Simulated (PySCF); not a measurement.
# Converging AlH⁺ in the basis (PBE0)

PySCF, UKS reference; doublet, unpaired electrons σ ↑; De to Al⁺ + H without counterpoise correction.

```json
{"basis": "3-21G", "relativity": "no relativity", "functions": "15", "Re (Å)": "1.646", "ωe (cm⁻¹)": "1648", "De (eV)": "0.86", "μ (D)": "-0.30"}
{"basis": "x2c-SVPall", "relativity": "spin-free X2C", "functions": "23", "Re (Å)": "1.623", "ωe (cm⁻¹)": "1668", "De (eV)": "0.93", "μ (D)": "-0.37"}
{"basis": "def2-TZVP", "relativity": "no relativity", "functions": "43", "Re (Å)": "1.619", "ωe (cm⁻¹)": "1664", "De (eV)": "0.95", "μ (D)": "-0.35"}
{"basis": "def2-TZVPPD", "relativity": "no relativity", "functions": "65", "Re (Å)": "1.619", "ωe (cm⁻¹)": "1654", "De (eV)": "0.96", "μ (D)": "-0.33"}
```

How does each smaller set differ from the one with most functions, def2-TZVPPD?

3-21G: +2.7 pm, -0.4 % in ωe, -0.10 eV in De; x2c-SVPall: +0.4 pm, +0.8 % in ωe, -0.03 eV in De; def2-TZVP: +0.0 pm, +0.6 % in ωe, -0.01 eV in De. All at PBE0; the set with most functions is neither the basis-set limit nor always the best. The rows treat relativity differently, so the differences are not basis effects alone.

A positive dipole points towards H; it is taken about the centre of mass and depends on that origin. For an ion De counts to the pair picked by the measured ionisation energies or electron affinities, which need not be the lowest pair at this level. 3-21G is very small, so such numbers show the basis as much as the molecule. The state was picked by a PBE0 search and need not be the measured ground state.
